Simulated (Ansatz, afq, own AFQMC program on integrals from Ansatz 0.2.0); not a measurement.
**Where AFQMC and coupled cluster stand for SiH$_{5}$, doublet**

```xyz
6

H    -2.4314    0.0000    0.0000
H    -1.5914    0.0000    0.0000
Si    0.0866    0.0000    0.0000
H     0.5366   -1.4163    0.0000
H     0.5366    0.7081   -1.2265
H     0.5366    0.7081    1.2265
```

Basis cc-pVTZ. Noble-gas cores (and the filled d shells of Ga–Kr and In–Xe) are frozen. Ansatz 0.2.0 and our own AFQMC program on the same integrals; the CISD trial comes from CCSD amplitudes, and released means the phaseless constraint is let go. ± is one standard error of the sampling.

Determinant: UHF, the one that the program's search chose, which needn't be the lowest solution. The geometry is a point of a scan.

No full CI on the walks' own integrals is used here; CCSDT(Q) serves as the reference and is uncertain by about the last step of the cluster series.

- T1 diagnostic: 0.0163
- weight of the determinant in the CISD state: 0.901
- ⟨S²⟩ of the determinant: 0.772
- size of the correlated space: 9 electrons in 99 orbitals

Reference: CCSDT(Q), correlation energy -5.372 eV. The released energy is read at 2.40 1/Eh (meV from the phaseless value at times in 1/Eh: -3 ± 3 at 0.24, -3.7 ± 2.2 at 0.51, -3 ± 3 at 0.99, -5 ± 3 at 1.62, -5 ± 5 at 2.40).

| level | E − E(reference) (kJ/mol) | share of correlation (%) |
| --- | --- | --- |
| HF | 518.3 | 0.00 |
| MP2 | 105.1 | 79.73 |
| CCSD | 15.3 | 97.05 |
| CCSD(T) | 2.9 | 99.45 |
| CCSDT | 0.4 | 99.93 |
| ph-AFQMC/CISD | 0.5 ± 0.3 | 99.90 |
| released AFQMC | 0.1 ± 0.4 | 99.98 |

A walk keeps the symmetry of its determinant, which the program's search chose and which needn't be the lowest solution, so a lower state of the same spin and another symmetry isn't excluded. Released energies are given only where the last usable release times agree within the noise; a slower fall can still hide under it.
